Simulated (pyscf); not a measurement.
amino radical (NH₂•) + ammonia (NH₃) -> ammonia (NH₃) + amino radical (NH₂•) (hydrogen abstraction; doublet surface; H–N broken, H–N formed). Single points on ωB97X-D3(BJ)/def2-SVP structures (PySCF, gas phase). Correlated levels are frozen-core, on RHF or UHF. ΔMP2 is the change of the MP2 total energy from the triple- to the quadruple-zeta basis. Energies in kcal/mol from the separated reactants.

```json
[
 {"level": "PBE/def2-TZVP", "barrier": "-1.4", "reaction energy": "0.0"},
 {"level": "r²SCAN/def2-TZVP", "barrier": "3.0", "reaction energy": "0.0"},
 {"level": "B3LYP-D3(BJ)/def2-TZVP", "barrier": "5.3", "reaction energy": "0.0"},
 {"level": "PBE0-D3(BJ)/def2-TZVP", "barrier": "5.3", "reaction energy": "0.0"},
 {"level": "ωB97M-D3(BJ)/def2-TZVP", "barrier": "9.9", "reaction energy": "0.0"},
 {"level": "MP2/def2-QZVPP", "barrier": "12.6", "reaction energy": "0.0"},
 {"level": "CCSD(T)/def2-TZVPP + ΔMP2(QZVPP)", "barrier": "11.8", "reaction energy": "0.0"}
]
```

Of the functionals in the table, ωB97M-D3(BJ) is closest to CCSD(T)/def2-TZVPP + ΔMP2(QZVPP) in the barrier (1.9 kcal/mol apart) and PBE least close (13.2 kcal/mol); that level has limits of its own. At PBE this geometry lies under the reactants; that is no barrier but a single point on another level's saddle; such a level's own saddle, if it has one, lies nearer that side and is low. At PBE this geometry lies under the product side: in single points on another level's saddle the reverse barrier vanishes, and the forward threshold there is about the reaction energy. This is the saddle that the search found; another between the same sides may lie lower. The angle at the transferred H is 152°. The CCSD(T) − MP2 part came from Ansatz, without density fitting, on the same reference.
